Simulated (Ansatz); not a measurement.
For 1T (CdI2-type) SnS2, PBE-D3(BJ) (Ansatz, a quantum-chemistry and plane-wave program, plane waves, PAW) gives:

```
Item                                   Value
------------------------------  ------------
equilibrium lattice constant a       3.669 Å
c axis length                        5.808 Å
cohesive energy                 3.79 eV/atom
```

Q: What does LC-ωPBE (plane waves, PAW; Ansatz) give for the same quantities?

A: 
- lattice constant a: 3.613 Å (shrinks by 1.5 %)
- lattice parameter c: 6.567 Å (goes up by 13 %)
- cohesive energy: 3.29 eV/atom (shrinks by 0.50 eV/atom)

For comparison: lattice constant a 3.646 Å (measured, room temperature, not corrected to a static lattice, our sources range from 3.640 to 3.650; as tabulated in Lima et al. (2018), arXiv:1803.05430); lattice parameter c 5.893 Å (measured, room temperature, no zero-point or thermal correction; as tabulated in Lima et al. (2018), arXiv:1803.05430).

Changes are worked out from the printed values.

Unless a cell is named, each level is at its own relaxed cell (PBE-D3(BJ) 22.57, LC-ωPBE 24.75 Å³/atom).

Levels without +SOC leave out spin–orbit coupling, which shifts energies and cells of such heavy elements.

Caveats: the cell comes from a level without a dispersion term, which matters for the spacing of layers, chains or molecules (LC-ωPBE). Ansatz's density-functional and Hartree–Fock values are scalar-relativistic unless marked +SOC, with PAW data made under PBE.
